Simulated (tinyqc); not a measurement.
Starting guesses with plain Roothaan steps: SCF starting guesses in the sto-3g basis, for HF, spin multiplicity 1. Computed by the program tinyqc with PySCF. 

Geometry (angstrom):
```
atom       x       y       z
F     0.0000  0.0000  0.0000
H     0.0000  0.0000  0.9330
```

lowest restricted solution found by these runs and by PySCF = -98.572164 hartree

RHF with one setting changed at a time; a run stops when the energy changes by less than 1e-09 hartree and the error matrix is below 1e-5. Starts: the lowest orbitals of the core Hamiltonian, of the Wolfsberg-Helmholz matrix (K = 1.75), projected atomic densities, random orbitals, and the highest orbitals of the core Hamiltonian (a deliberately bad start).

Largest element of the error matrix X^T (FDS - SDF) X:
```
iteration     core  Wolfsberg-Helmholz  atomic densities   random  highest core orbitals
1          7.5e-01             5.1e-01           1.3e+00  5.5e+00                3.5e-01
2          1.6e-01             1.2e-01           2.4e-01  4.3e-01                7.4e-01
3          1.4e-02             3.1e-02           2.7e-02  5.4e-02                1.3e-01
4          2.3e-03             7.9e-03           4.7e-03  1.5e-02                1.1e-02
5          4.4e-04             1.9e-03           1.2e-03  7.7e-03                8.9e-04
6          9.4e-05             4.4e-04           2.8e-04  4.0e-03                1.2e-04
8          4.7e-06             2.3e-05           1.5e-05  1.1e-03                4.5e-06
10               -                   -                 -  2.8e-04                      -
14               -                   -                 -  2.0e-05                      -
```

How each run ends:
```
run                    iterations  E (hartree)         state
core                            8   -98.572164  lowest found
Wolfsberg-Helmholz              9   -98.572164  lowest found
atomic densities                9   -98.572164  lowest found
random                         16   -98.572164  lowest found
highest core orbitals           8   -98.572164  lowest found
```

5 of 5 runs reach the lowest restricted solution found, in 8 to 16 iterations (fastest: core, highest core orbitals). The first errors are 8e-01, 5e-01, 1e+00, 6e+00, 3e-01.
